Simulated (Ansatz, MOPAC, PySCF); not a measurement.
System: NH2 (charge -1, singlet). SMILES: [NH2-]
Geometry from a B3LYP-D3(BJ)/def2-TZVP (Ansatz, a program for electronic structure) optimisation:
```xyz
3

N     -0.0036     0.1120     0.0955
H      0.8078    -0.3747    -0.3249
H     -0.7828    -0.4094    -0.3435
```
Charge -1, spin multiplicity 1.

Unscaled harmonic wavenumbers (cm⁻¹) in rising order, each level at the stationary point that it reaches from this structure (no distance between atoms moves by over 0.3 Å); the order of modes can differ between levels, and a negative number is imaginary. B3LYP-D3(BJ)/def2-TZVP (PySCF, at the structure above): 1526, 3191, 3254.

PM3 (MOPAC): 1747, 3231, 3418. Zero-point energy 12.0 against 11.4 kcal/mol; where all levels lie over 400 cm⁻¹, the wavenumbers are on average 1.069 times those of B3LYP-D3(BJ)/def2-TZVP.

PM6 (MOPAC): 1645, 2830, 2912. Zero-point energy 10.6 against 11.4 kcal/mol; where all levels lie over 400 cm⁻¹, the wavenumbers are on average 0.953 times those of B3LYP-D3(BJ)/def2-TZVP.

PM7 (MOPAC): 1644, 2819, 2891. Zero-point energy 10.5 against 11.4 kcal/mol; where all levels lie over 400 cm⁻¹, the wavenumbers are on average 0.950 times those of B3LYP-D3(BJ)/def2-TZVP.

B3LYP/6-31G* (Ansatz): 1630, 3033, 3092. Zero-point energy 11.1 against 11.4 kcal/mol; where all levels lie over 400 cm⁻¹, the wavenumbers are on average 0.990 times those of B3LYP-D3(BJ)/def2-TZVP.
